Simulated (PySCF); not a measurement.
C₅H₇P.
Atom-mapped SMILES: `[CH3:1][c:2]1[cH:3][cH:4][pH:5][cH:6]1` (hydrogens: H7, H8, H9 on C1; H10 on C3; H11 on C4; H12 on P5; H13 on C6)

Method: CAM-B3LYP/def2-SV(P) geometry optimisation, gas phase (PySCF 2.14.0); density fitting, grid level 1; the optimiser is geomeTRIC in internal coordinates, started from a GFN2-xTB structure.

Step 0: E = -14576.6046 eV
```
atom  x, y, z in Å  |  force x, y, z in eV/Å
C1     -1.9135    0.0584    0.1386    0.385   0.075  -0.083
C2     -0.4281    0.1322    0.0220   -0.263   0.441   0.142
C3      0.3714   -1.0613   -0.1411    0.352  -0.040  -0.005
C4      1.6952   -0.8383   -0.2063    0.086   0.088  -0.139
P5      2.0564    0.9297   -0.2342   -0.169  -0.037  -0.473
C6      0.3134    1.2581    0.0817    0.153  -0.066  -0.166
H7     -2.3395    1.0432    0.3134   -0.267   0.400   0.081
H8     -2.3400   -0.3507   -0.7772   -0.311  -0.190  -0.373
H9     -2.1938   -0.5997    0.9608   -0.223  -0.292   0.354
H10    -0.0857   -2.0381   -0.1798   -0.193  -0.557  -0.058
H11     2.4511   -1.5948   -0.3316    0.345  -0.489  -0.034
H12     2.4934    1.0168    1.0893    0.419   0.172   0.657
H13    -0.0843    2.2533    0.1880   -0.314   0.495   0.097
```

Step 1: E = -14576.6768 eV
```
atom  x, y, z in Å  |  force x, y, z in eV/Å
C1     -1.9271    0.0617    0.1303   -0.107  -0.003   0.026
C2     -0.4344    0.1384    0.0298    0.063  -0.052  -0.024
C3      0.3809   -1.0702   -0.1432   -0.078  -0.069   0.019
C4      1.7104   -0.8547   -0.2054    0.063  -0.023   0.019
P5      2.0578    0.9249   -0.2322    0.073   0.013   0.175
C6      0.3104    1.2661    0.0941   -0.021   0.080   0.045
H7     -2.3727    1.0553    0.2992    0.011  -0.022  -0.007
H8     -2.3725   -0.3615   -0.7887    0.023   0.015   0.013
H9     -2.2303   -0.5969    0.9654    0.004   0.024  -0.030
H10    -0.0801   -2.0637   -0.2022    0.029   0.049  -0.019
H11     2.4629   -1.6382   -0.3296   -0.032   0.042  -0.005
H12     2.6009    1.0789    1.0910   -0.063  -0.007  -0.199
H13    -0.1103    2.2687    0.2152    0.034  -0.047  -0.015
```

Question: Estimate the geometry and energy of step 2. (The exact step hangs on the optimiser's Hessian estimate; all steps are aligned on step 1, rigid shifts and turns removed.)

Answer: E = -14576.6791 eV, largest force 0.076 eV/Å
```
atom  x, y, z in Å  |  force x, y, z in eV/Å
C1     -1.9303    0.0625    0.1288   -0.018  -0.010   0.012
C2     -0.4347    0.1340    0.0373    0.025  -0.009   0.003
C3      0.3808   -1.0746   -0.1359   -0.023   0.028  -0.002
C4      1.7105   -0.8549   -0.1984    0.027  -0.013  -0.014
P5      2.0554    0.9247   -0.2359   -0.037  -0.038   0.054
C6      0.3105    1.2622    0.1064   -0.010   0.021  -0.014
H7     -2.3728    1.0569    0.2960    0.006   0.001  -0.001
H8     -2.3683   -0.3555   -0.7952    0.006   0.004  -0.004
H9     -2.2432   -0.5965    0.9585   -0.001   0.001  -0.004
H10    -0.0775   -2.0670   -0.2038    0.006   0.002   0.000
H11     2.4633   -1.6350   -0.3293    0.003  -0.002  -0.003
H12     2.6114    1.0884    1.0704    0.014   0.013  -0.022
H13    -0.1091    2.2637    0.2250    0.001   0.002  -0.003
```

The energy changes by -0.0023 eV. The first-order estimate −F·Δx gives -0.0042 eV and the mean of the old and new forces, exact on a quadratic surface, -0.0022 eV. The step makes an angle of 73° with the force vector and moves no atom by more than 0.025 Å.

What follows is the cost of the whole optimisation. On one thread of an Arm Neoverse V1, shared host with 32 logical CPUs at a one-minute load of 11, this took 28 s wall and 0.51 GiB of memory at its peak.
